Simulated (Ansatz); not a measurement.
Graphite, treated with r²SCAN (PAW; Ansatz, a quantum-chemistry and plane-wave program).

Rigid layers of the crystal as relaxed at this level are moved apart or together:

```
run   k mesh  layer repeat (Å)  energy against free layers (meV/Å²)  gap on the mesh (eV)
---  -------  ----------------  -----------------------------------  --------------------
1    18×18×6             3.055                                 1.91                 0.000
2    18×18×6             3.205                                -3.58                 0.000
3    18×18×6             3.355                                -6.06                 0.000
4    18×18×6             3.555                                -6.76                 0.000
5    18×18×6             3.855                                -5.49                 0.000
6    18×18×4             4.355                                -2.67                 0.000
7    18×18×4             5.355                                -0.37                 0.000
8    18×18×4             7.355                                 0.00                 0.000
```

The lowest energy of these points lies at a layer repeat of 3.56 Å.

Note: the cell comes from a level without a dispersion term, which matters for the spacing of layers, chains or molecules.
